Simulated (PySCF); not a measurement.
`CS(=O)(=O)O`. Computed with PBE0-D3(BJ)/def2-SVP geometry optimisation, gas phase in PySCF.

```
atom  x, y, z in Å
C1    -1.0185    0.0366   -0.4942
S2     0.4938    0.3919    0.3546
O3     0.3049    0.2284    1.7859
O4     1.0635    1.5971   -0.2011
O5     1.3890   -0.8736   -0.1438
H6    -1.4090   -0.9214   -0.1314
H7    -1.7105    0.8554   -0.2588
H8    -0.8106    0.0067   -1.5706
H9     1.6975   -1.3213    0.6594
```

Task: Where is the centre of mass (commonest isotopes), and what is the radius of gyration?

Result: Mass 95.988 u; centre at (0.473, 0.279, 0.283) Å; Rg = √(Σ m r²/M) = 1.317 Å. As Ia + Ib + Ic = 2 Σ m r², the three principal moments sum to 333.2 u·Å².

Task: Which two atoms are farthest apart?

Result: H7···H9, 4.15 Å; the next longest distance is 3.61 Å.

Task: Give the dihedral angles H8–C1–S2–O3, H7–C1–S2–O3, H6–C1–S2–O3, H7–C1–S2–O4.

Result: H8–C1–S2–O3 -171° (antiperiplanar); H7–C1–S2–O3 70° (synclinal); H6–C1–S2–O3 -49° (synclinal); H7–C1–S2–O4 -65° (synclinal). Dihedral signs follow IUPAC: positive where, seen along the central bond, the front bond turns clockwise onto the rear one.

Task: Work out the bond lengths C1–S2, C1–H6, C1–H8, S2=O3, S2=O4, S2–O5, O5–H9 in Å.

Result: For C1–S2 the difference vector is (1.5123, 0.3553, 0.8488) Å, of length 1.7702 Å. C1–S2 1.770; C1–H6 1.096; C1–H8 1.097; S2=O3 1.453; S2=O4 1.444; S2–O5 1.628; O5–H9 0.970 Å.

Task: How far apart are these pairs, which share no bond: O3···O5, O3···H6, O4···O5, O4···H9, H6···H8, H6···H9?

Result: O3···O5 2.473 Å (2 bonds apart); O3···H6 2.817 Å (3 bonds apart); O4···O5 2.493 Å (2 bonds apart); O4···H9 3.108 Å (3 bonds apart); H6···H8 1.814 Å (2 bonds apart); H6···H9 3.230 Å (4 bonds apart).

Task: What are the angles S2–C1–H7, S2–C1–H6, S2–C1–H8, C1–S2–O5, O3–S2–O4, S2–O5–H9?

Result: From the scalar product of the two bond vectors; for S2–C1–H7 it is -0.5558 Å² over 1.7702 × 1.0976 Å², cos θ = -0.2860. S2–C1–H7 106.6°; S2–C1–H6 108.7°; S2–C1–H8 108.3°; C1–S2–O5 99.6°; O3–S2–O4 121.6°; S2–O5–H9 106.3°.

Task: What is the repulsion energy of the bare nuclei, Σ ZA·ZB/RAB?

Result: 279.43 Eh over 36 pairs, with full nuclear charges and distances in bohr; the largest single term is 46.90 Eh (S2 with O4).

Task: Write the matrix of distances between heavy atoms (Å, lower triangle).

Result: 
```
C1    0.000
S2    1.770  0.000
O3    2.643  1.453  0.000
O4    2.618  1.444  2.529  0.000
O5    2.598  1.628  2.473  2.493  0.000
```

Whether it is a minimum is left open (no frequencies). One conformer, not necessarily the lowest.
